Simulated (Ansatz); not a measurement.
Relaxation of C₂H₄FNO (9 atoms, charge 0, multiplicity 1), to a largest force component of 0.015 eV/Å in at most 40 steps.

The calculation used RKS PBE0-D4/def2-SVPD in Ansatz.

```xyz
9
Properties=species:S:1:pos:R:3:forces:R:3
N 1.093 0.803 0.503 -3.22 1.61 -2.69
C 0.472 -0.298 -0.223 2.25 0.91 1.21
O -0.453 -1.076 0.562 0.10 0.06 -1.11
C -0.918 -0.381 -0.541 -1.65 1.79 1.58
F -1.791 0.695 -0.273 1.24 -1.16 -0.16
H 2.034 0.664 0.680 2.33 -0.91 0.53
H 1.101 1.642 -0.150 -0.33 -1.10 1.22
H 1.202 -0.820 -0.870 -0.43 -0.54 0.28
H -1.342 -0.928 -1.350 -0.30 -0.65 -0.87
```

Problem. Where does it end, and by what steps?

Solution. It converged. After 15 steps the energy has fallen by 0.485 eV; H7 moved furthest, 0.70 Å.

| step | energy less start (eV) | largest force component (eV/Å) | accepted |
| --- | --- | --- | --- |
| 0 | 0.0000 | 3.217 | yes |
| 1 | -0.3161 | 1.141 | yes |
| 2 | -0.3987 | 0.360 | yes |
| 3 | -0.4349 | 0.269 | yes |
| 4 | -0.4655 | 0.295 | yes |
| 5 | -0.4752 | 0.294 | yes |
| 6 | -0.4601 | 0.743 | no |
| 7 | -0.4704 | 0.887 | no |
| 8 | -0.4817 | 0.045 | yes |
| 9 | -0.4832 | 0.050 | yes |
| 10 | -0.4835 | 0.043 | yes |
| 11 | -0.4836 | 0.023 | yes |
| 12 | -0.4838 | 0.037 | yes |
| 13 | -0.4841 | 0.141 | yes |
| 14 | -0.4843 | 0.084 | yes |
| 15 | -0.4846 | 0.008 | yes |

```xyz
9
Properties=species:S:1:pos:R:3
N 1.146 0.731 0.408
C 0.532 -0.368 -0.185
O -0.534 -1.024 0.557
C -0.868 -0.340 -0.585
F -1.530 0.836 -0.388
H 2.133 0.833 0.231
H 0.634 1.603 0.364
H 1.218 -1.077 -0.659
H -1.334 -0.893 -1.408
```

Run time: 38 s on 2 threads of Intel(R) Xeon(R) Platinum 8488C (Sapphire Rapids), with other jobs on the host, peak memory 0.31 GiB.
